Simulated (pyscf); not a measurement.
Single points on ωB97X-D3(BJ)/def2-SVP structures (PySCF, gas phase).

Task: What is the homolytic dissociation enthalpy (298 K, ωB97M-D3(BJ)/def2-TZVP) of the In–O bond of O=In–OH, to [O=In]• + OH•?

Result: In–O to [O=In]• + OH•: 2.95 eV. The 7 functionals that were run give +2.79 (B3LYP-D3(BJ)) to +3.22 eV (PBE). The radicals are drawn with the spin at the cut bond; how far it spreads was not checked. Left out: the spin-orbit lowering of OH. The term symbol of open-shell O=In was not checked; spin-orbit terms are left out. Elements past Kr carry the def2 core potentials, without spin-orbit coupling.
